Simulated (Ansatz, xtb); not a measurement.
A geometry optimisation of C2H6FO2+ with r2SCAN-D4/def2-SVP

The starting geometry of this gas-phase singlet was built from a drawn formula by distance geometry and a force field; its bonds are those of `OC[C@H]([OH2+])F`.

```yaml
atoms:
  - { symbol: C, position_ang: [-0.8933, -0.1939, 0.8754] }
  - { symbol: C, position_ang: [0.3316, 0.2650, 1.5619] }
  - { symbol: F, position_ang: [0.5503, -0.3897, 2.6789] }
  - { symbol: O, position_ang: [-0.5306, -1.2888, 0.0527] }
  - { symbol: O, position_ang: [1.4414, -0.0646, 0.7520] }
  - { symbol: H, position_ang: [-1.4106, -1.7503, -0.2833] }
  - { symbol: H, position_ang: [-1.2650, 0.5591, 0.1912] }
  - { symbol: H, position_ang: [-1.6955, -0.4882, 1.6093] }
  - { symbol: H, position_ang: [0.3639, 1.2940, 1.8116] }
  - { symbol: H, position_ang: [1.0928, -0.7775, 0.1098] }
  - { symbol: H, position_ang: [2.1052, -0.5301, 1.3851] }
```

**Question.** Where would you expect an optimisation with r2SCAN-D4/def2-SVP to take it?

**Answer.** It rearranges to `O[C@H](F)C[OH2+]`. Contacts that open: O5–H10 (1.02 → 1.54 Å). Contacts that close: O4–H10 (1.70 → 1.04 Å).

The energy falls by 0.77 eV over 18 steps:

| step | E − E(last) (eV) |
| --- | --- |
| 1 | 0.772 |
| 3 | 0.150 |
| 5 | 0.097 |
| 7 | 0.078 |
| 9 | 0.075 |
| 10 | 0.072 |
| 12 | 0.012 |
| 14 | 0.001 |
| 16 | 0.000 |
| 18 | 0.000 |

Final geometry (Å):

```xyz
11

C    -0.9099   -0.1436    0.9254
C     0.3802    0.2431    1.6477
F     0.4931   -0.4596    2.8003
O    -0.5319   -1.4173    0.2631
O     1.3767   -0.1584    0.7471
H    -0.9850   -1.5975   -0.5833
H    -1.1933    0.5869    0.1553
H    -1.7291   -0.3578    1.6218
H     0.4243    1.3224    1.8732
H     0.4956   -1.2828    0.1633
H     2.2694   -0.1006    1.1308
```

From the same start GFN2-xTB reaches the same bonding as this run.

No frequencies were run, so the end isn't proven a minimum. Run with Ansatz 0.2.0, 36 s on 2 threads of Arm Neoverse V2, with other jobs on the host.
